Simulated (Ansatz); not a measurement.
The input, for Ansatz 0.2.0:

```yaml
crystal:
  periodic: [false, false, false]
  atoms:
    - {symbol: N, position_ang: [-0.178161, -0.031601, -0.049186]}
    - {symbol: H, position_ang: [-0.475441, 0.936233, -0.049186]}
    - {symbol: H, position_ang: [-0.475441, -0.433900, 0.831073]}
    - {symbol: H, position_ang: [1.340839, -0.031600, -0.049187]}
    - {symbol: H, position_ang: [2.085839, -0.031600, -0.049187]}
basis:
  gaussian: {orbitals: 6-31G}
magnetization: {spin_polarized: false, initial_magnetization: 1}
correlation: {method: sc_nevpt2, electrons: outside_noble_gas, active_space: {window: {electrons: 3, orbitals: 3}}}
```

```sh
$ ansatz run in.yaml --threads 1 --pin off --events-out ev --progress --plain --max-ram 2393MiB
```

The program prints:

```
260 factors; integrals over basis functions are off by at most 1.1e-3 eV
mean field evaluation 1: about -1539.6354 eV, gradient 1.8e1 eV
mean field evaluation 2: about -1539.6332 eV, gradient 1.8e1 eV
mean field evaluation 4: about -1540.9382 eV, gradient 1.9e0 eV
mean field evaluation 8: about -1540.9971 eV, gradient 2.1e-2 eV
mean field -1540.99706195 eV, -56.6305975014 hartree, gradient 1.2e-6 eV, S^2 0.750000; 0 other end points of the search recorded, 0 dependent functions left out
reference -1540.99706195 eV, -56.6305975014 hartree; 6, 5 occupied and 11, 12 virtual orbitals, 260 factors
state -1541.54985644 eV, -56.6509123240 hartree
state -1541.54985644 eV, -56.6509123240 hartree; corrected -1544.06142503 eV, -56.7432107673 hartree
Total energy: -1544.06142503 eV, -56.7432107673 hartree
```

For the same geometry and basis full CI lies 563.6 meV lower.

Ran on 1 thread of AMD EPYC 7R43, shared host: 0.27 s wall, 0.14 GiB peak host memory.
